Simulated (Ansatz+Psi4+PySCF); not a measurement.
Results of a calculation; reference values are marked as such.
## PySCF 2.14.0 run

```python
from pyscf import gto, scf, mp

# the (T+d) and (D+d) sets load through basis_set_exchange
mol = gto.M(atom="""
C 0.000000 0.000000 -1.348060
S 0.000000 0.000000 0.505520
""", basis={'C': 'cc-pvtz', 'S': 'cc-pv(t+d)z'}, charge=1, spin=1)
mf = scf.UHF(mol)
mf.kernel()
pt = mp.MP2(mf, frozen=6).run()
print(mf.e_tot, pt.e_corr, pt.e_tot)
```

The script is written out from the run's settings.

Results

```json
{
 "Converged": "yes",
 "Reference energy": "-434.86173 hartree",
 "Correlation energy": "-0.30495 hartree",
 "Total energy": "-435.16668 hartree",
 "Spin squared of the determinant": "0.792"
}
```

Messages of the program:
```
WARN: HOMO -0.283751616389515 >= LUMO -0.283751616389515
WARN: HOMO -0.283751616389515 >= LUMO -0.283751616389515
```

The reference isn't the lowest determinant (another lies 1.91 eV lower), but the same method gives a higher total on the lower determinant. Caution: large amplitudes, a single reference is doubtful.
